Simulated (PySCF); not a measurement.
# From a raw peak list to a structure

Formula C5H8O. The spectrum was simulated from the full spin Hamiltonian at 400 MHz with 0.6 Hz Lorentzian lines, from shifts rounded to 0.01 ppm and J to 0.1 Hz, couplings under 1 Hz left out.

Maxima in Hz from TMS (height), grouped by integral:
1H: 3792.0 (72)
1H: 2610.2 (10), 2608.9 (23), 2607.2 (23), 2605.9 (11)
1H: 2408.8 (37), 2407.2 (37)
2H: 893.5 (8), 892.2 (8), 885.0 (25), 883.7 (25), 876.5 (25), 875.2 (25), 868.0 (9), 866.8 (9)
3H: 436.4 (50), 427.9 (100), 419.4 (46)

¹³C{¹H} NMR (computed): δ 197.0 (CH), 160.7 (C), 142.3 (CH2), 27.1 (CH2), 16.0 (CH3).

- coordinates at the PBE0-D3(BJ)/def2-SVP level
- NMR shieldings at PBE0/pcSseg-1/GIAO
- couplings computed with B3LYP/pcJ-1 (without the spin–dipole term)
- code: PySCF 2.14.0 with density-fitted response routines
- isolated molecule, single conformer, no relativistic terms, equivalent nuclei averaged

Chemical shifts δ = σref − σ; ¹H and ¹³C vs TMS, all at this level.

**Question.** Analyse the multiplets.

**Answer.** ¹H NMR (400 MHz, computed): δ 9.48 (s, 1H), 6.52 (q, J = 1.4 Hz, 1H), 6.02 (d, J = 1.7 Hz, 1H), 2.20 (qd, J = 8.5, 1.3 Hz, 2H), 1.07 (t, J = 8.5 Hz, 3H). These are first-order names from the parameters used; overlap and second-order distortion can hide them in the list.

**Question.** What is the compound?

**Answer.** `C=C(C=O)CC`.

Structure with atom numbers: `[CH2:1]=[C:2]([CH:3]=[O:4])[CH2:5][CH3:6]` (H(Xn): hydrogen on atom n). Ha(C1) is cis to C3; Hb(C1) is trans to C3.

- δ 9.48: H(C3), hydrogen on an aldehyde carbonyl carbon.
- δ 6.52: Hb(C1), hydrogen on a β carbon of a C=C–C=O unit, coupled to Ha(C1) and H(C5) (1.4 Hz).
- δ 6.02: Ha(C1), hydrogen on a β carbon of a C=C–C=O unit, coupled to Hb(C1) (1.7 Hz).
- δ 2.20: H(C5), hydrogen on an allylic sp3 CH2, coupled to H(C6) (8.5 Hz), Hb(C1) (1.3 Hz).
- δ 1.07: H(C6), hydrogen on a methyl carbon, coupled to H(C5) (8.5 Hz).

This is the structure that produced the data.

Multiplet labels drop couplings under 1 Hz and merge nearly equal ones. Unscaled 3J(H,H) at this level run about 10 % above measured values. Shifts are as computed. Against solution values, carbons near 30 ppm lie about +2 ppm off and those near 130 ppm about +5 ppm. Of 1211 compounds with measured shifts, 218 miss one by over three times the rms of a fit or turn the order of signals round; such compounds aren't used in these exercises.
